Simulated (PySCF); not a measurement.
Working out the electron affinity of F

F- [Ne] (1S) → F [He] 2s2 2p5 (2P). All numbers are calculated (PySCF 2.14, no relativity, point nucleus, in aug-cc-pVQZ). Frozen: 1s2. Energies in hartree (1 hartree = 27.21139 eV):

```csv
part,F- (lower),F (upper)
UHF,-99.457462,-99.414085
CCSD correlation,-0.308357,-0.233896
(T),-0.011253,-0.004927
```

**Question.** What does Hartree-Fock give?

**Answer.** (-99.414085) − (-99.457462) = 0.043377 hartree = 1.180 eV.

**Question.** What do CCSD and CCSD(T) give?

**Answer.** The CCSD correlation energies differ by 0.074461 hartree = 2.026 eV and the triples by 0.006326 hartree = 0.172 eV, so CCSD gives 3.206 eV and CCSD(T) 3.378 eV.

A first-order spin-orbit estimate adds -0.017 eV to CCSD(T) (valence), giving 3.361 eV against 3.401 eV (measured; photodetachment measurements, as compiled on the Wikipedia data page of electron affinities).

What remains against the reference includes basis incompleteness, the frozen core and higher excitations.
